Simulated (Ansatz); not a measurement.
Predict the output of the script below (Ansatz 0.2.0, Python API).

Script `run_freq.py`:
```python
# -*- coding: utf-8 -*-
"""Vibrations and zero-point energy of C3H5NO."""

from dataclasses import dataclass
import itertools

import ansatz
from ase.data import atomic_numbers, covalent_radii
import numpy as np
from rdkit import Chem
from rdkit.Chem import AllChem


@dataclass(frozen=True)
class Settings:
    basis_set: str = "def2-SVP"
    xc: str = "hf"


cfg = Settings()


def main():
    # a force-field geometry from the SMILES
    rd = Chem.AddHs(Chem.MolFromSmiles("N=C1CCO1"))
    AllChem.EmbedMolecule(rd, randomSeed=716)
    AllChem.UFFOptimizeMolecule(rd)
    mol = ansatz.Crystal.molecule()
    for atom, xyz in zip(rd.GetAtoms(), rd.GetConformer().GetPositions()):
        mol = mol.atom(atom.GetSymbol(), xyz.round(5).tolist())

    job = (
        mol.calculation()
        .basis(gaussian=cfg.basis_set)
        .functional(cfg.xc)
    )
    symbols = [site.symbol for site in mol.cartesian_sites]
    start = np.array([site.position_ang for site in mol.cartesian_sites], dtype=float)
    rep = job.relax(force_tolerance=0.003).run().report
    end = np.array(rep["positions_ang"])

    # pairs closer than 1.2 times the sum of covalent radii, before or after
    radius = [covalent_radii[atomic_numbers[s]] for s in symbols]
    span = lambda where, i, j: np.linalg.norm(where[i] - where[j])
    bonded = [(i, j) for i, j in itertools.combinations(range(len(symbols)), 2) if min(span(start, i, j), span(end, i, j)) < 1.2 * (radius[i] + radius[j])]
    print("pair        before    after (A)")
    for i, j in bonded:
        print(f"{symbols[i]}{i}-{symbols[j]}{j}".ljust(10), f"{span(start, i, j):8.4f} {span(end, i, j):8.4f}")
    for first, second in list(itertools.combinations(bonded, 2)):
        shared = set(first) & set(second)
        if shared and symbols[(j := shared.pop())] != "H":
            i, k = sorted((set(first) | set(second)) - {j})
            u, v = end[i] - end[j], end[k] - end[j]
            angle = np.degrees(np.arccos(np.clip(u @ v / np.linalg.norm(u) / np.linalg.norm(v), -1, 1)))
            print(f"final angle {symbols[i]}{i}-{symbols[j]}{j}-{symbols[k]}{k}: {angle:.2f} deg")

    # same settings at the minimum
    minimum = ansatz.Crystal.molecule()
    for symbol, place in zip(symbols, end):
        minimum = minimum.atom(symbol, place.tolist())
    vibrating = (
        minimum.calculation()
        .basis(gaussian=cfg.basis_set)
        .functional(cfg.xc)
        .phonons(temperatures=(200, 600, 100))
    )
    vib = vibrating.run().report["vibrations"]
    sums = vib["harmonic_sums"]
    modes = [m["omega_inv_cm"] for m in sums["modes_at_gamma"] if m["rigid_motion"] == "no"]
    print("frequencies (1/cm):", " ".join(f"{w:.0f}" for w in modes))
    print("imaginary modes:", sum(w < 0 for w in modes), " zero-point energy:", round(sums["zero_point_energy_ev"], 4), "eV")
    print("T (K)   F_vib (eV)   S_vib (meV/K)   C_vib (meV/K)")
    for row in zip(sums["temperatures_k"], sums["vibrational_free_energy_ev"], vib["entropy_ev_per_k"], vib["heat_capacity_ev_per_k"]):
        print(f"{row[0]:6.1f} {row[1]:11.4f} {1000 * row[2]:13.4f} {1000 * row[3]:15.4f}")


if __name__ == "__main__":
    main()
```

`python run_freq.py` gives:
```text
pair        before    after (A)
N0-C1        1.2912   1.2357
N0-H5        1.0435   1.0085
C1-C2        1.4872   1.5097
C1-O4        1.4478   1.3507
C2-C3        1.4326   1.5353
C2-H6        1.1115   1.0883
C2-H7        1.1115   1.0883
C3-O4        1.4173   1.4280
C3-H8        1.1127   1.0882
C3-H9        1.1127   1.0882
final angle C1-N0-H5: 111.60 deg
final angle N0-C1-C2: 135.57 deg
final angle N0-C1-O4: 130.35 deg
final angle C2-C1-O4: 94.07 deg
final angle C1-C2-C3: 82.95 deg
final angle C1-C2-H6: 114.54 deg
final angle C1-C2-H7: 114.54 deg
final angle C1-O4-C3: 93.02 deg
final angle C3-C2-H6: 116.45 deg
final angle C3-C2-H7: 116.45 deg
final angle C2-C3-O4: 89.96 deg
final angle C2-C3-H8: 116.31 deg
final angle C2-C3-H9: 116.31 deg
final angle H6-C2-H7: 109.82 deg
final angle O4-C3-H8: 111.37 deg
final angle O4-C3-H9: 111.37 deg
final angle H8-C3-H9: 109.99 deg
frequencies (1/cm): 167 497 533 812 850 966 979 1062 1128 1150 1158 1269 1300 1344 1381 1513 1570 1641 2022 3239 3250 3303 3317 3752
imaginary modes: 0  zero-point energy: 2.3684 eV
T (K)   F_vib (eV)   S_vib (meV/K)   C_vib (meV/K)
 200.0      2.3612        0.1014          0.1711
 300.0      2.3463        0.2037          0.3560
 400.0      2.3195        0.3355          0.5714
 500.0      2.2786        0.4850          0.7710
 600.0      2.2223        0.6410          0.9403
```

The frequencies are harmonic and unscaled, in a modest basis. It ran for 110 s on 1 thread of Arm Neoverse V1, with other jobs on the host, peak memory 0.31 GiB.
